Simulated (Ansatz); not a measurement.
**CH6AlSi+ (SMILES [AlH2][CH2][SiH2+]): one structure at several levels**

A test off equilibrium: a structure displaced at random from a GFN2-xTB minimum is computed at several levels, and each is set against CCSD(T).

Computed with Ansatz 0.2.0, Gaussian basis. Level: single points in def2-TZVPP.

Cores are frozen in the correlated methods.

## (1) The starting structure

SMILES `[AlH2][CH2][SiH2+]`, 9 atoms, charge 1, spin multiplicity 1.

Atoms are counted from 1 here; the program's logs count them from 0.

Bond lengths: Al1–C2 1.902 Å, Al1–H4 1.498 Å, Al1–H5 1.738 Å, C2–Si3 2.064 Å, C2–H6 1.141 Å, C2–H7 1.066 Å, Si3–H8 1.442 Å, Si3–H9 1.399 Å. Angles: C2–Al1–H4 130.8°, C2–Al1–H5 107.2°, H4–Al1–H5 122.0°, Al1–C2–Si3 129.9°, Al1–C2–H6 125.5°, Al1–C2–H7 102.2°, Si3–C2–H6 88.6°, Si3–C2–H7 108.6°, H6–C2–H7 97.8°, C2–Si3–H8 110.1°, C2–Si3–H9 123.9°, H8–Si3–H9 123.1°.

Coordinates:

```
atom    x (Å)    y (Å)    z (Å)
 Al1  -0.8584   0.9375  -1.2106
  C2   0.5194   0.2018  -0.1260
 Si3   0.4034  -1.1636   1.4172
  H4  -2.2638   0.4791  -1.4504
  H5  -0.2065   2.3516  -1.9819
  H6   1.4387  -0.3535  -0.5104
  H7   1.0165   1.0754   0.2291
  H8   0.3205  -2.5020   0.8878
  H9   0.0328  -0.8344   2.7250
```

## (2) CCSD(T)/def2-TZVPP

run/in.yaml

```yaml
crystal:
  periodic: [false, false, false]
  atoms:
    - {symbol: Al, position_ang: [-0.858400, 0.937500, -1.210600]}
    - {symbol: C, position_ang: [0.519400, 0.201800, -0.126000]}
    - {symbol: Si, position_ang: [0.403400, -1.163600, 1.417200]}
    - {symbol: H, position_ang: [-2.263800, 0.479100, -1.450400]}
    - {symbol: H, position_ang: [-0.206500, 2.351600, -1.981900]}
    - {symbol: H, position_ang: [1.438700, -0.353500, -0.510400]}
    - {symbol: H, position_ang: [1.016500, 1.075400, 0.229100]}
    - {symbol: H, position_ang: [0.320500, -2.502000, 0.887800]}
    - {symbol: H, position_ang: [0.032800, -0.834400, 2.725000]}
basis:
  gaussian: {orbitals: def2-TZVPP}
total_charge: 1
correlation: {method: ccsd_t}
output: {forces: true}
```

No record of the launch command was kept for these runs.

## (3) PBE0-D4/def2-TZVPP

Changes to run/in.yaml since step 2:

```diff
@@ -15,3 +15,3 @@
 total_charge: 1
-correlation: {method: ccsd_t}
-output: {forces: true}
+hamiltonian: {xc: pbe0, dispersion: d4}
+output: {forces: true, orbitals: {seedname: orbitals}}
```

## (4) wB97M-V/def2-TZVPP

Changes to run/in.yaml since step 3:

```diff
@@ -15,3 +15,3 @@
 total_charge: 1
-hamiltonian: {xc: pbe0, dispersion: d4}
-output: {forces: true, orbitals: {seedname: orbitals}}
+hamiltonian: {xc: {name: wB97M-V}}
+output: {forces: true}
```

## (5) r2SCAN-D4/def2-TZVPP

Changes to run/in.yaml since step 4:

```diff
@@ -15,3 +15,3 @@
 total_charge: 1
-hamiltonian: {xc: {name: wB97M-V}}
+hamiltonian: {xc: r2scan, dispersion: d4}
 output: {forces: true}
```

## (6) PBE-D4/def2-TZVPP

Changes to run/in.yaml since step 5:

```diff
@@ -15,3 +15,3 @@
 total_charge: 1
-hamiltonian: {xc: r2scan, dispersion: d4}
+hamiltonian: {xc: pbe, dispersion: d4}
 output: {forces: true}
```

## (7) revPBE-D4/def2-TZVPP

Changes to run/in.yaml since step 6:

```diff
@@ -15,3 +15,3 @@
 total_charge: 1
-hamiltonian: {xc: pbe, dispersion: d4}
+hamiltonian: {xc: {name: revPBE}, dispersion: d4}
 output: {forces: true}
```

## (8) CAM-B3LYP-D4/def2-TZVPP

Changes to run/in.yaml since step 7:

```diff
@@ -15,3 +15,3 @@
 total_charge: 1
-hamiltonian: {xc: {name: revPBE}, dispersion: d4}
+hamiltonian: {xc: {name: CAM-B3LYP}, dispersion: d4}
 output: {forces: true}
```

(Steps that only read results are left out.)

Q: Predict the outcome of this session. Wanted: energy less free atoms, CCSD(T)/def2-TZVPP; RMS force component; RMS force error; HOMO and LUMO, PBE0-D4; T1 diagnostic.

**Answer**, as computed:

| quantity | value |
| --- | --- |
| energy less free atoms, CCSD(T)/def2-TZVPP | -1797.4 kJ/mol |
| RMS force component | 1.665 to 1.751 eV/Å over the methods |
| RMS force error | PBE0-D4 0.083, wB97M-V 0.057, r2SCAN-D4 0.095, PBE-D4 0.189, revPBE-D4 0.188, CAM-B3LYP-D4 0.067 eV/Å |
| HOMO and LUMO, PBE0-D4 | -12.07 and -9.10 eV |
| T1 diagnostic | 0.017 |

What this shows: Against CCSD(T) the functionals' energies less atoms differ by -67.7 to -13.1 kJ/mol, PBE-D4 by -51.1 kJ/mol. The reference is not at the basis limit: in triple zeta CCSD(T) underbinds, which counts against methods that bind more; the gaps are no ranking. For forces wB97M-V does best and PBE-D4 worst. Frozen-core CCSD(T) forces in triple zeta carry basis errors of their own, and this is one geometry, so small gaps rank nothing.
